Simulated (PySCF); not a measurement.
Record of a relaxation.

C4H2O.
Atom-mapped SMILES: `[CH:1]#[C:2][CH:3]=[C:4]=[O:5]` (hydrogens: H6 on C1; H7 on C3)

Computed by this run: PBE0-D3(BJ)/def2-SVP geometry optimisation, gas phase (PySCF); density fitting, grid level 1; the optimiser is geomeTRIC in internal coordinates, started from a GFN2-xTB structure with every atom displaced at random (about 0.01 Å). The frame can shift and turn from step to step; on so coarse a grid that alone can change the energy by a few meV, and forces under 0.02 eV/Å are noise.

Step 0: E = -6212.3798 eV, largest atomic force 7.272 eV/Å
```
atom  x, y, z in Å  |  force x, y, z in eV/Å
C1      1.876   -0.033   -0.432   -2.632  -0.226   0.813
C2      0.720   -0.153   -0.061    0.852   0.064  -0.308
C3     -0.616   -0.340    0.393    4.117  -2.219   0.841
C4     -1.547    0.433    0.031   -5.886   3.860  -1.827
O5     -2.468    1.103   -0.297    2.202  -1.351   0.706
H6      2.840    0.116   -0.767    1.858   0.213  -0.602
H7     -0.771   -1.155    1.084   -0.511  -0.343   0.377
```

Step 1: E = -6212.6097 eV, largest atomic force 0.515 eV/Å
```
atom  x, y, z in Å  |  force x, y, z in eV/Å
C1      1.827   -0.014   -0.444    0.017   0.071  -0.042
C2      0.700   -0.197   -0.035   -0.094  -0.076   0.053
C3     -0.620   -0.411    0.445    0.510  -0.069  -0.003
C4     -1.556    0.428    0.030   -0.120   0.261  -0.192
O5     -2.308    1.202   -0.385   -0.163  -0.107   0.131
H6      2.815    0.176   -0.812    0.126  -0.025  -0.025
H7     -0.825   -1.214    1.151   -0.276  -0.055   0.079
```

Step 2: E = -6212.6329 eV, largest atomic force 0.398 eV/Å
```
atom  x, y, z in Å  |  force x, y, z in eV/Å
C1      1.877   -0.032   -0.443   -0.072   0.020   0.019
C2      0.738   -0.170   -0.046   -0.167   0.151  -0.042
C3     -0.594   -0.339    0.421    0.235  -0.229   0.023
C4     -1.601    0.440    0.042    0.279   0.163  -0.233
O5     -2.447    1.141   -0.318   -0.124  -0.063   0.130
H6      2.882    0.106   -0.795    0.011  -0.031   0.010
H7     -0.823   -1.174    1.088   -0.161  -0.010   0.094
```

Step 3: E = -6212.6450 eV, largest atomic force 0.081 eV/Å
```
atom  x, y, z in Å  |  force x, y, z in eV/Å
C1      1.880   -0.028   -0.449   -0.004   0.003   0.008
C2      0.739   -0.169   -0.058    0.004   0.010  -0.016
C3     -0.588   -0.350    0.407   -0.001  -0.054   0.035
C4     -1.586    0.444    0.031    0.071   0.028  -0.028
O5     -2.457    1.133   -0.291   -0.019  -0.023   0.023
H6      2.891    0.100   -0.792   -0.047  -0.010   0.013
H7     -0.846   -1.160    1.100   -0.005   0.046  -0.035
```

Step 4: E = -6212.6454 eV, largest atomic force 0.024 eV/Å
```
atom  x, y, z in Å  |  force x, y, z in eV/Å
C1      1.881   -0.030   -0.449    0.013   0.001   0.002
C2      0.740   -0.170   -0.059    0.004  -0.008   0.000
C3     -0.586   -0.348    0.406   -0.023   0.005  -0.003
C4     -1.582    0.448    0.030    0.013   0.001   0.004
O5     -2.459    1.132   -0.285   -0.005   0.001   0.002
H6      2.891    0.095   -0.791   -0.004  -0.001  -0.003
H7     -0.851   -1.155    1.098    0.003   0.001  -0.002
```

Step 5: E = -6212.6455 eV, largest atomic force under 0.02 eV/Å
```
atom  x, y, z in Å  |  force x, y, z in eV/Å
C1      1.882   -0.033   -0.449   -0.001  -0.001   0.004
C2      0.741   -0.171   -0.060    0.001  -0.004  -0.004
C3     -0.587   -0.347    0.404   -0.007   0.009   0.000
C4     -1.582    0.450    0.030    0.005   0.002   0.004
O5     -2.460    1.134   -0.282    0.000   0.002  -0.001
H6      2.892    0.091   -0.792    0.002  -0.001  -0.004
H7     -0.852   -1.152    1.098    0.001  -0.006   0.000
```

Task: Summarise the path.

Result: The energy falls by 25.63 kJ/mol from step 0 to step 5; nine tenths of that is first reached at step 2. It falls at every step. The largest force goes from 7.272 to under 0.02 eV/Å. Among the bonds C3=C4 changes most, from 1.262 to 1.329 Å; the atoms move by 0.043 Å rms after alignment.

What follows is the cost of the whole optimisation. Time: 10 s wall; peak memory 0.33 GiB. Hardware: one thread of an Arm Neoverse V2 (shared host).
